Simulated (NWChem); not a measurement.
Everything below was run with NWChem. System: pyrazine (C$_{4}$H$_{4}$N$_{2}$), charge 0, spin multiplicity 1, at a geometry optimised with PBE0/def2-SVP. Level: G0W0@PBE0/def2-SVP, RI basis def2-svp-rifit.

NWChem printed:

```
             Northwest Computational Chemistry Package (NWChem) 7.3.0
             --------------------------------------------------------

                                NWChem Input Module
                                -------------------

 Scaling coordinates for geometry "geometry" by  1.889725989
 (inverse scale =  0.529177249)

 Turning off AUTOSYM since
 SYMMETRY directive was detected!

                             Geometry "geometry" -> ""
                             -------------------------

 Output coordinates in angstroms (scale by  1.889725989 to convert to a.u.)

  No.       Tag          Charge          X              Y              Z
 ---- ---------------- ---------- -------------- -------------- --------------
    1 C                    6.0000    -0.69838200     0.00000000     1.12977200
    2 C                    6.0000     0.69838200     0.00000000     1.12977200
    3 N                    7.0000     1.39918500     0.00000000     0.00000000
    4 C                    6.0000     0.69838200     0.00000000    -1.12977200
    5 C                    6.0000    -0.69838200     0.00000000    -1.12977200
    6 N                    7.0000    -1.39918500     0.00000000     0.00000000
    7 H                    1.0000    -1.25843200     0.00000000     2.07185400
    8 H                    1.0000     1.25843200     0.00000000     2.07185400
    9 H                    1.0000     1.25843200     0.00000000    -2.07185400
   10 H                    1.0000    -1.25843200     0.00000000    -2.07185400

 Effective nuclear repulsion energy (a.u.)     209.0880123750

            Nuclear Dipole moment (a.u.)
            ----------------------------
        X                 Y               Z
 ---------------- ---------------- ----------------
     0.0000000000     0.0000000000     0.0000000000

      Symmetry information
      --------------------

 Group name             D2h
 Group number             26
 Group order               8
 No. of unique centers     3

      Symmetry unique atoms

     1    3    7


 Summary of "ao basis" -> "" (spherical)
 ------------------------------------------------------------------------------
       Tag                 Description            Shells   Functions and Types
 ---------------- ------------------------------  ------  ---------------------
 *                          def2-svp                  on all atoms

 new library libraries.bse/

 Summary of "ri basis" -> "" (spherical)
[...]
    86      1.014244   7 H  s                91      1.014244   8 H  s
    96      1.014244   9 H  s               101      1.014244  10 H  s
     3     -0.701255   1 C  s                17     -0.701255   2 C  s
    45     -0.701255   4 C  s                59     -0.701255   5 C  s
     9     -0.325357   1 C  pz               23     -0.325357   2 C  pz

 center of mass
 --------------
 x =   0.00000000 y =   0.00000000 z =   0.00000000

 moments of inertia (a.u.)
 ------------------
         280.582603881986           0.000000000000           0.000000000000
           0.000000000000         582.779320765363           0.000000000000
           0.000000000000           0.000000000000         302.196716883378

     Multipole analysis of the density
     ---------------------------------

     L   x y z        total         alpha         beta         nuclear
     -   - - -        -----         -----         ----         -------
     0   0 0 0      0.000000    -21.000000    -21.000000     42.000000

     1   1 0 0     -0.000000     -0.000000     -0.000000      0.000000
     1   0 1 0     -0.000000     -0.000000     -0.000000      0.000000
     1   0 0 1     -0.000000     -0.000000     -0.000000      0.000000

     2   2 0 0    -30.256587    -96.277808    -96.277808    162.299030
     2   1 1 0      0.000000      0.000000      0.000000      0.000000
     2   1 0 1     -0.000000     -0.000000     -0.000000      0.000000
     2   0 2 0    -26.400478    -13.200239    -13.200239      0.000000
     2   0 1 1     -0.000000     -0.000000     -0.000000      0.000000
     2   0 0 2    -20.136333    -95.422943    -95.422943    170.709553

 Task  times  cpu:        3.9s     wall:        3.9s

                                NWChem Input Module
                                -------------------

                                 NWChem GW Module
                                 ----------------

                             ***********************
                             ***        GW       ***
                             ***********************

 Summary of "ri basis" -> "ri basis" (spherical)
 ------------------------------------------------------------------------------
       Tag                 Description            Shells   Functions and Types
 ---------------- ------------------------------  ------  ---------------------
 C                       def2-svp-rifit             16       48   6s5p4d1f
 N                       def2-svp-rifit             16       48   6s5p4d1f
 H                       def2-svp-rifit              6       14   3s2p1d

                 Memory Information
                 ------------------
          Available GA per process is          1699.9 MBs
          Available stack per process is        700.0 MBs
          Available heap per process is           0.0 MBs

          Peak memory in Initialization
              Peak GA per process is                  7.2 MBs
              Peak stack per process is               0.1 MBs
              Peak heap per process is                7.5 MBs
              Memory not in MA per process            0.0 MBs

          Peak memory in AFF Calculation
              Peak GA per process is                 33.9 MBs
              Peak stack per process is              23.2 MBs
              Peak heap per process is                0.0 MBs
              Memory not in MA per process           23.2 MBs

          Computing 2-center integrals
          Computing Inverse Cholesky factor
          Computing 3-center integrals
          Computing V_xc ...

          Computing Sigma_x
          Computing RPA polarizability
          Solving quasiparticle equations

                  Alpha Orbitals
          State     Energy (eV)     Error (eV)
          -----------------------------------
@GW        18        -11.119           0.003
@GW        19        -10.491           0.004
@GW        20         -9.657           0.004
@GW        21         -8.939           0.004
@GW        22          1.133           0.002
@GW        23          1.719           0.002

   Applying  -1.7705 eV scissor-shift to rest of particle states

   Applying   2.5409 eV scissor-shift to rest of hole states

     GW Timing Statistics
   ------------------------
   Init.   :          0.1s
     ERIs  :          1.3s
     Distr.:          0.0s
     Vxc   :          0.5s
   Sigma_x :          0.0s
   RPA     :          1.5s
   Wmn     :          0.0s
   Sigma_c :          0.0s
   GW total:          3.4s

 Task  times  cpu:        3.4s     wall:        3.4s

 Total times  cpu:        7.4s     wall:        7.4s
```

Question: Write an NWChem input that would produce this output.

Answer: Several could match; the one computed here: 
```
start mol
memory heap 200 mb stack 700 mb global 1700 mb
geometry units angstroms nocenter noautoz
  C     -0.698382     0.000000     1.129772
  C      0.698382     0.000000     1.129772
  N      1.399185     0.000000     0.000000
  C      0.698382     0.000000    -1.129772
  C     -0.698382     0.000000    -1.129772
  N     -1.399185     0.000000     0.000000
  H     -1.258432     0.000000     2.071854
  H      1.258432     0.000000     2.071854
  H      1.258432     0.000000    -2.071854
  H     -1.258432     0.000000    -2.071854
  symmetry group D2h
end
basis spherical
  * library def2-svp
end
basis "ri basis" bse spherical
  * library def2-svp-rifit
end
dft
  xc pbe0
  iterations 100
  direct
  tolerances tight
end
task dft energy
gw
  states alpha occ 4 vir 2
end
task dft gw
```
